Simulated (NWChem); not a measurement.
# carbon disulfide (CS2); SMILES S=C=S

Program: NWChem. Geometry: optimised at B3LYP/6-31G* (spherical d). Core excitations by TDA in a window of 1s orbitals, non-relativistic and unshifted: absolute energies depend strongly on the exact-exchange share.

Q: Estimate the computed values for C K edge, B3LYP/cc-pVTZ. Quantities: first 1s excitation (eV); dipole oscillator strength of the first; first state with f > 0.002 (eV); dipole oscillator strength of that state.

A: 
- first 1s excitation (eV): 275.8
- dipole oscillator strength of the first: 0.0543
- first state with f > 0.002 (eV): 275.8
- dipole oscillator strength of that state: 0.0543
